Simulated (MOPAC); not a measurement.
MOPAC input (AM1):

```
AM1 1SCF CHARGE=-1 GEO-OK AUX(PRECISION=9) THREADS=1
C4H3O

O     0.00797430 1    0.03127390 1    1.17113953 1
C     0.01594649 1    1.23699325 1    0.39861600 1
C    -0.00912020 1   -1.05942675 1    0.35440347 1
C     0.00238201 1    0.77005062 1   -0.90890318 1
C    -0.01334858 1   -0.66592199 1   -0.94516083 1
H    -0.01658194 1   -2.03380540 1    0.82240935 1
H     0.00366830 1    1.41506903 1   -1.77894846 1
H    -0.02603907 1   -1.32162564 1   -1.80630991 1
```

What heat of formation does the run end on, and which ionisation energy by Koopmans theorem?

25.94 kcal/mol; 2.83 eV.
